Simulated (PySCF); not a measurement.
Gas-phase reaction: 6 F + C3H6 (cyclic) → 3 CH2F2

Computed with PySCF and rigid-rotor harmonic-oscillator thermochemistry at 1 bar. The comparison is the NASA 1993 polynomial table, which mixes measured and estimated data. † marks an energy on the PBE0/def2-TZVP geometry and frequencies; other levels use their own. CCSD(T) freezes the core. 6-31G* has spherical d functions here. Open shells (unrestricted): F (multiplicity 2, electronic degeneracy 6); the rest are closed-shell singlets. Spin-orbit splitting is ignored; it lowers the true energy and changes the entropy of F. B3LYP is the form with VWN-RPA correlation. CCSD(T) isn't extrapolated to the basis-set limit; its ΔH°(298 K) is -1738.8 kJ in def2-SVP and -1828.7 kJ in def2-TZVPP. The harmonic model lacks anharmonicity and excited electronic states, which grow with temperature; levels with a mode under 35 cm⁻¹ are left out. The table's entry may be an old estimate for CH2F2 (not checked at source).

```
level                ΔH°(298 K), kJ  minus table  ΔG°(1800 K), kJ
-------------------  --------------  -----------  ---------------
table                       -1887.8            -          -1003.0
B3LYP/def2-TZVP†            -1867.7         20.1           -976.0
CCSD(T)/def2-SVP†           -1738.8        149.0           -847.1
CCSD(T)/def2-TZVPP†         -1828.7         59.1           -937.0
HF/6-31G*                   -1122.8        765.0           -223.9
HF/def2-TZVP†               -1155.0        732.8           -263.2
PBE/def2-TZVP†              -1994.2       -106.4          -1102.5
PBE0/def2-TZVP              -1850.5         37.3           -958.7
r2SCAN/def2-TZVP†           -1885.7          2.1           -994.0
LDA/def2-TZVP†              -2406.3       -518.5          -1514.6
ωB97X-V/def2-TZVP†          -1885.7          2.1           -993.9
```
